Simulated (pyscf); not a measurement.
A first-order saddle from PySCF, ωB97X-D3(BJ)/def2-SVP:

```
Si
H 1 1.4927
H 1 1.4932 2 108.51
P 1 2.2616 2 107.98 3 116.24
H 4 1.4261 1 93.60 2 170.46
H 4 1.4691 5 93.11 1 93.74
H 6 1.3937 4 168.69 5 -39.17
Si 1 2.3328 2 110.92 3 -121.66
H 8 1.4925 1 109.43 2 -56.10
H 8 1.4930 9 109.03 7 -164.19
H 8 1.4934 9 108.76 10 -118.74
```
Charge 0, spin multiplicity 2.

Surface: doublet, charge 0. Lowest wavenumbers (cm⁻¹): 726i, 47, 106, 117, 192.

Which two sides does it connect, and which bonds change?

`[SiH3][SiH2][PH]` [doublet] + `[H][H]` <-> `[SiH3][SiH2][PH2]` + `[H]` [doublet], a hydrogen abstraction read from left to right: H–H broken and H–P formed. At ωB97M-D3(BJ)/def2-TZVP it lies +1.07 eV from the left side and +0.12 eV from the right (each side as separated species at their lowest minima found). H₃Si–SiH₂–PH• lies 0.28 eV over its isomer H₃Si–P•–SiH₃ (electronic energy, ωB97M-D3(BJ)). H₃Si–SiH₂–PH₂ lies 0.25 eV over its isomer H₃Si–PH–SiH₃ (electronic energy, ωB97M-D3(BJ)). One saddle was located; it need not be the lowest between these sides. The angle at the transferred H is 169°.
